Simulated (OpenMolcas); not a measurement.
**FC⁺: electronic states by CASSCF, CASPT2 and spin–orbit RASSI**

Aim: the low electronic states of FC⁺, first without spin–orbit coupling and then as Ω levels, at one distance and along the bond.

The runs use OpenMolcas 26.06; SA-CASSCF(8,7), XMS-CASPT2, RASSI; ANO-RCC-VTZP.

All values are calculated.

## (1) The job

C2 symmetry about the axis (a holds Σ, Δ, Γ; b holds Π, Φ, H; Σ⁺ and Σ⁻ are not told apart); roots by multiplicity and irrep: 1a 1, 3b 2, 1b 2.

Active shells: F 2p, C 2s 2p.

Input file m.inp:

```
&GATEWAY
Coord
2
angstrom
F 0.0 0.0 0.0
C 0.0 0.0 1.1810
Basis=ANO-RCC-VTZP
Group=XY
RX2C
AMFI
ANGMom
0.0 0.0 0.0
RICD
&SEWARD
&GUESSORB
&RASSCF
FileOrb=$CurrDir/o11.orb
Symmetry=1
Spin=1
nActEl=8 0 0
Inactive=3 0
RAS2=3 4
CIRoot=1 1 1
Linear
Iterations=120 100
OrbListing=Nothing
PRWF=0.15
>>COPY $Project.RasOrb $CurrDir/o11.orb
>>COPY $Project.rasscf.h5 $CurrDir/r11.h5
&CASPT2
XMultistate=all
Imaginary=0.2
IPEA=0.25
MaxIter=40
>>COPY $Project.JobMix JOB001
&RASSCF
FileOrb=$CurrDir/o32.orb
Symmetry=2
Spin=3
nActEl=8 0 0
Inactive=3 0
RAS2=3 4
CIRoot=2 2 1
Linear
Iterations=120 100
OrbListing=Nothing
PRWF=0.15
>>COPY $Project.RasOrb $CurrDir/o32.orb
>>COPY $Project.rasscf.h5 $CurrDir/r32.h5
&CASPT2
XMultistate=all
Imaginary=0.2
IPEA=0.25
MaxIter=40
>>COPY $Project.JobMix JOB002
&RASSCF
FileOrb=$CurrDir/o12.orb
Symmetry=2
Spin=1
nActEl=8 0 0
Inactive=3 0
RAS2=3 4
CIRoot=2 2 1
Linear
Iterations=120 100
OrbListing=Nothing
PRWF=0.15
>>COPY $Project.RasOrb $CurrDir/o12.orb
>>COPY $Project.rasscf.h5 $CurrDir/r12.h5
&CASPT2
XMultistate=all
Imaginary=0.2
IPEA=0.25
MaxIter=40
>>COPY $Project.JobMix JOB003
&RASSI
Nr of JobIphs=3 1 2 2
1
1 2
1 2
SpinOrbit
EJob
Omega
MEES
MESO
Properties=4
'AngMom' 3 'Mltpl  1' 1 'Mltpl  1' 2 'Mltpl  1' 3
Thrs=1.0d-4
>>COPY $Project.rassi.h5 $CurrDir/so.h5
```

Each module block was a call of its own in one work directory; start orbitals came from a preliminary run.

The run is started by

```console
pymolcas m.inp
```

## (2) CASSCF and CASPT2, block by block

The runs that follow: From Λ–S states to Ω levels.

Q: Predict the outcome of this session. Wanted: lowest spin-free state; next spin-free state; lowest level; next level; lowering by spin–orbit coupling.

**Answer**, as computed:

```
                       quantity               value
         lowest spin-free state               (1)1Σ
           next spin-free state     (1)3Π, 4.320 eV
                   lowest level  Ω = 0, 100 % (1)1Σ
                     next level   Ω = 0, 34789 cm⁻¹
lowering by spin–orbit coupling              0 cm⁻¹
```

**Reading.** At 1.181 Å the lowest computed level has Ω = 0 and is 100 % (1)1Σ. Only the spin multiplicities and numbers of roots in the input were computed, so the list of states is not complete and the lowest one found need not be the ground state; labels number the states computed.
